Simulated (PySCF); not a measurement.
TDDFT excited states: C2H2FN

Compound: fluoroacetonitrile, C2H2FN.
Numbering: `[N:1]#[C:2][CH2:3][F:4]` (hydrogens: H5, H6 on C3)

Method used: TDDFT PBE0/def2-SVPD, vertical, gas phase, core orbitals frozen in the response (PySCF). Isolated species at its PBE0-D3(BJ)/def2-SVP geometry, gas phase.

**Question.** What does the calculation give for the low-lying excited states?

**Answer.** 

```
state  E (eV)  λ (nm)  ν̃ (cm⁻¹)       f  |μ| (D)  symmetry  main configurations (H = HOMO, L = LUMO)
   S1    7.09   174.9      57180  0.0004     0.12         –                                 H→L (93%)
   S2    7.90   157.0      63700  0.0049     0.40        A′                  H-1→L (56%), H→L+1 (39%)
   S3    8.31   149.3      67000  0.0003     0.10         –                             H-1→L+1 (95%)
   S4    8.40   147.6      67730   0.010     0.57        A′                               H-2→L (97%)
   S5    8.97   138.3      72310  0.0000     0.02         –                  H→L+2 (71%), H-3→L (24%)
   S6    9.11   136.0      73510  0.0012     0.19         –                  H-3→L (70%), H→L+2 (26%)
   S7    9.32   133.1      75140  0.0097     0.53        A″                             H-2→L+1 (98%)
   S8    9.51   130.4      76710   0.046     1.13        A′                             H-1→L+2 (86%)
   S9    9.62   128.8      77630   0.015     0.64        A′                               H-4→L (91%)
  S10   10.00   124.0      80630  0.0042     0.33        A′                             H-2→L+2 (94%)
```

Triplets (Tamm–Dancoff): T1 6.03 eV, H-1→L (69%), H→L+1 (18%); T2 6.42 eV, H→L (80%), H-1→L+1 (10%); T3 6.73 eV, H→L+1 (69%), H-1→L (20%); T4 7.11 eV, H-2→L (89%).

The lowest singlet lies at 7.09 eV (175 nm, vacuum ultraviolet) and is dark (f under 0.0005); its leading configuration is HOMO→LUMO (93%). The most intense listed level is S8 at 9.51 eV (130 nm, f = 0.046), 2.42 eV above S1. Löwdin shares by element: HOMO nitrogen 42%, carbon 41%, fluorine 7%; LUMO carbon 47%, nitrogen 30%, fluorine 12%. Orbital energies (eV): HOMO-3 -11.59, HOMO-2 -10.79, HOMO-1 -10.42, HOMO -9.94, LUMO -0.64, LUMO+1 0.33, LUMO+2 0.43. The listed states span 2.91 eV, and the widest gap between neighbours is 0.81 eV (S1 to S2). The oscillator strengths of these states sum to 0.092; summed over the whole spectrum of an exact calculation they would give the number of electrons, 30 (Thomas–Reiche–Kuhn). All these states lie below the vertical ionisation energy of 12.54 eV (ΔSCF). Symmetry labels in Cs follow from the direction of the transition dipole and are given only for states with f of 0.002 or more. The window holds the lowest 10 singlets.

On one thread of an Arm Neoverse N1 (shared host), this took 43 s wall.
